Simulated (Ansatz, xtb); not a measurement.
# Relative energy of two isomers of FH2NO2S

Structure a is `N=[S@](=O)(O)F`, a singlet and structure b is `NO[S@@](=O)F`, a singlet. Both are isolated molecules in the gas phase, relaxed with PBE0-D3(BJ)/def2-SVP; the shapes shown needn't be the lowest conformers.

a (Å):

```yaml
atoms:
  - { symbol: F, position_ang: [0.8180, -1.3668, 1.7578] }
  - { symbol: N, position_ang: [-0.7916, 0.6105, 1.7556] }
  - { symbol: O, position_ang: [1.7962, 0.7775, 1.2755] }
  - { symbol: O, position_ang: [0.2073, -0.2905, -0.2875] }
  - { symbol: S, position_ang: [0.5204, 0.1203, 1.2124] }
  - { symbol: H, position_ang: [-0.6982, 1.0853, 2.6528] }
  - { symbol: H, position_ang: [-0.7589, -0.3340, -0.3792] }
```

b (Å):

```yaml
atoms:
  - { symbol: F, position_ang: [-1.4946, 1.1739, -0.4822] }
  - { symbol: N, position_ang: [0.6503, 0.8384, 1.5239] }
  - { symbol: O, position_ang: [-0.0144, 2.0412, 1.2487] }
  - { symbol: O, position_ang: [0.7915, 1.7927, -1.1072] }
  - { symbol: S, position_ang: [-0.3321, 2.3274, -0.3542] }
  - { symbol: H, position_ang: [0.0086, 0.0868, 1.2550] }
  - { symbol: H, position_ang: [1.4498, 0.7911, 0.8832] }
```

Q: Estimate which is lower in electronic energy at CCSD(T)/def2-SVP + ΔMP2/def2-TZVPP, and by roughly how much.

A: Not settled: CCSD(T)/def2-SVP + ΔMP2/def2-TZVPP gives E(b) − E(a) = +0.777 eV, but this leans on the basis-set step: CCSD(T) alone gives +0.023 eV.

The same difference at several levels:

```tsv
level	geometry	E(b) − E(a) (eV)	departure from the last row (eV)	job, with rough time for the two
GFN2-xTB	GFN2-xTB	+0.197	−0.580	optimisation, 0.25 s
HF/STO-3G	GFN2-xTB	−5.610	−6.387	single point, 0.36 s
r2SCAN-D4/def2-SVP	GFN2-xTB	+0.258	−0.518	single point, 4.7 s
PBE0-D3(BJ)/def2-SVP	PBE0-D3(BJ)/def2-SVP	+0.213	−0.564	optimisation, 57 s
HF/def2-SVP	PBE0-D3(BJ)/def2-SVP	+0.262	−0.514	part of the CCSD(T) run
MP2/def2-SVP	PBE0-D3(BJ)/def2-SVP	+0.285	−0.491	part of the CCSD(T) run
CCSD(T)/def2-SVP	PBE0-D3(BJ)/def2-SVP	+0.023	−0.753	single point
CCSD(T)/def2-SVP + ΔMP2/def2-TZVPP	PBE0-D3(BJ)/def2-SVP	+0.777		single point, 27 s
```

As drawn, b has 1 N–O, 1 N–H in place of 1 N=S, 1 O–H.

HF/STO-3G puts the two in the other order. The largest departure from CCSD(T)/def2-SVP + ΔMP2/def2-TZVPP is that of HF/STO-3G, 6.387 eV. The last row adds to CCSD(T) the change of the MP2 difference between the two basis sets, here +0.753 eV, a large step that makes the value less sure.

With harmonic frequencies from PBE0-D3(BJ)/def2-SVP (ideal gas, rigid rotor, one conformer each, 400 K, 1 atm): on the last row, ΔE + ΔZPE = +0.795, ΔH = +0.799, ΔG = +0.767 eV.

The correlated steps freeze 9 core orbitals. Run with Ansatz 0.2.0, xtb 6.7.1; the last row on 1 thread of Arm Neoverse V1 on a shared host.
